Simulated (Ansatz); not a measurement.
Density of states of ZnS (P6_3mc, a = 3.809 Å, b = 3.809 Å, c = 12.466 Å, α = 90.00°, β = 90.00°, γ = 120.00°), in states per eV and primitive cell, averaged over bins of 0.4 eV. Level of theory: DFT r2SCAN, scalar-relativistic, plane waves, PAW (Ansatz 0.2.0).

Cutoff 500 eV; k points 6×6×2 on the computed 8-atom cell (Γ-centred); Gaussian smearing, width 0.02 eV; no spin polarisation.

The cell is relaxed at this level. The states (both spins) are summed by tetrahedra on a 9×9×3 mesh at the self-consistent density. Energies are bin centres; the table starts no lower than −8 eV and ends at 6 eV, or lower where the solved bands end.

The gap is 2.74 eV at this level, with the zero inside it.

```csv
E − E_F (eV),total,Zn 3d,S 3p,Zn 4s,S 3s
-7.75,51.14,44.98,5.48,0.60,0.01
-7.35,43.01,41.60,0.89,0.34,0.13
-6.95,5.85,5.38,0.14,0.10,0.22
-6.55,1.00,0.16,0.61,0.20,0.02
-6.15,6.45,1.03,3.75,1.46,0.15
-5.75,4.29,0.84,2.35,0.85,0.19
-5.35,2.91,0.61,1.61,0.44,0.21
-4.95,1.83,0.34,1.10,0.21,0.14
-4.55,3.89,0.46,3.00,0.19,0.12
-4.15,4.24,0.46,3.36,0.18,0.11
-3.75,6.59,0.59,5.51,0.16,0.09
-3.35,6.41,0.57,5.43,0.11,0.07
-2.95,7.46,0.64,6.44,0.07,0.04
-2.55,7.91,0.69,6.86,0.05,0.03
-2.15,4.58,0.42,3.98,0.02,0.02
-1.75,2.13,0.20,1.87,0.00,0.00
-1.35,0.29,0.03,0.26,0.00,0.00
-0.95,0.00,0.00,0.00,0.00,0.00
-0.55,0.00,0.00,0.00,0.00,0.00
-0.15,0.00,0.00,0.00,0.00,0.00
0.25,0.00,0.00,0.00,0.00,0.00
0.65,0.00,0.00,0.00,0.00,0.00
1.05,0.00,0.00,0.00,0.00,0.00
1.45,0.01,0.00,0.00,0.00,0.00
1.85,0.09,0.00,0.01,0.05,0.03
2.25,0.26,0.00,0.04,0.15,0.06
2.65,2.04,0.01,0.26,0.73,0.18
3.05,4.91,0.01,0.70,1.74,0.34
3.45,6.57,0.02,0.96,2.07,0.29
3.85,5.08,0.01,0.84,1.63,0.18
4.25,4.02,0.01,0.63,1.05,0.07
4.65,5.37,0.01,0.72,1.19,0.07
5.05,3.55,0.01,0.37,0.57,0.03
5.45,5.76,0.01,0.38,0.56,0.04
```

The columns after the total are the Löwdin projections on the occupied valence shells of the potentials. The rest of the total lies in shells that are empty in the free atom, which aren't projected, and between the atoms.

Cost: 1 run of about 4.2 core-minutes, on Arm Neoverse V1 (shared hosts).